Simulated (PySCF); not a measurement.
Compound: SiCl₂ (triplet state).
Structure used (GFN2-xTB), in Å, numbered top down from 1:
```xyz
3
SiCl2 angstrom
Cl    -1.7560   -0.3655   -0.0034
Si    -0.0006    0.7069   -0.0103
Cl     1.7681   -0.3439    0.0011
```

The species is `Cl[Si]Cl` [triplet].

Theory: UKS B3LYP, pcH-1 on Cl Si, non-relativistic, mean-field spin-orbit, GIAO (PySCF 2.14.0). Geometry: GFN2-xTB; no solvent, vibrations or thermal averaging. This triplet need not be the ground state; the singlet was not compared here. A GFN2-xTB geometry isn't a minimum of the functional, and hyperfine couplings can be far from their values at a DFT geometry, by a factor of two or more for some ions and for spin on atoms past the first row.

Principal values of hyperfine tensors in MHz (contact, dipolar and spin–orbit terms together), for some of the nuclei:

```
atom  isotope       A1       A2       A3  alike by the symmetry of this geometry
 Si2     29Si  -890.57  -786.13  -717.56                                    none
 Cl1     35Cl    -8.26    16.27    41.69                                     Cl3
```

Give the isotropic coupling of each nucleus in MHz and in mT (g = 2.0042), and the anisotropic part.

a_iso = (A1 + A2 + A3)/3, Ti = Ai − a_iso; 1 mT corresponds to 28.051 MHz. The tensors hold a spin–orbit part: the run splits a_iso into a_FC + a_SO, and T includes its anisotropic share.

```
atom  a_iso (MHz)     a_FC  a_SO  a_iso (mT)      T1     T2     T3
 Si2      -798.09  -799.45  1.36     -28.451  -92.48  11.95  80.53
 Cl1        16.57    15.67  0.90       0.591  -24.83  -0.30  25.13
```

What spin density at the nucleus of Si2 lies behind its contact coupling (g_N = -1.11058)?

a_FC = (2μ0/3) gₑ μB g_N μN ρ(0)/(2S·h) = 800.24 MHz × g_N × ρ(0)/(2S), with ρ in bohr⁻³. With a_FC = -799.45 MHz and 2S = 2, ρ(0) = 1.799 bohr⁻³. The nuclear moment is negative, so coupling and spin density have opposite signs.

Which nucleus of the table has the largest anisotropic coupling, and what is its form?

Si2: -92.5, 12.0, 80.5 MHz (the dipolar term alone has -91.4, 12.5, 78.9), rhombic: the two smaller values differ by 74 % of the largest.
